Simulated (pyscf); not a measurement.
Structures and frequencies: ωB97X-D3(BJ)/def2-SVP in PySCF.

Question: For ammonia (NH₃) + F–SiH•–Cl -> H₂N–SiH•–Cl + hydrogen fluoride (HF), a four-centre exchange (doublet surface; H–N, F–Si broken, N–Si, F–H formed), PBE/def2-TZVP gives ΔE‡ = 23.6 kcal/mol and ΔE = +18.0 kcal/mol (zero: the separated reactants). In which direction and how far do r²SCAN/def2-TZVP, PBE0-D3(BJ)/def2-TZVP, ωB97M-D3(BJ)/def2-TZVP move these?

Answer: r²SCAN: ΔE‡ = 25.5 kcal/mol, ΔE = +18.7 kcal/mol; PBE0-D3(BJ): ΔE‡ = 24.9 kcal/mol, ΔE = +16.6 kcal/mol; ωB97M-D3(BJ): ΔE‡ = 28.4 kcal/mol, ΔE = +17.9 kcal/mol. PBE's barrier lies under all of them, by 1.3 to 4.8 kcal/mol. Its reaction energy lies among theirs. On the reactant side the descent ends in a bound adduct, 9.9 kcal/mol under the separated species and 38.0 kcal/mol under the saddle at ωB97X-D3(BJ)/def2-TZVP. On the product side the descent ends in a bound adduct, 8.5 kcal/mol under the separated species and 19.6 kcal/mol under the saddle at ωB97X-D3(BJ)/def2-TZVP. The same reactants have a lower exit, to H₂N–SiH(F)–Cl + H• (barrier +18.1 kcal/mol at ωB97M-D3(BJ)/def2-TZVP, against +28.4 kcal/mol here). This is the saddle that the search found; another between the same sides may lie lower.
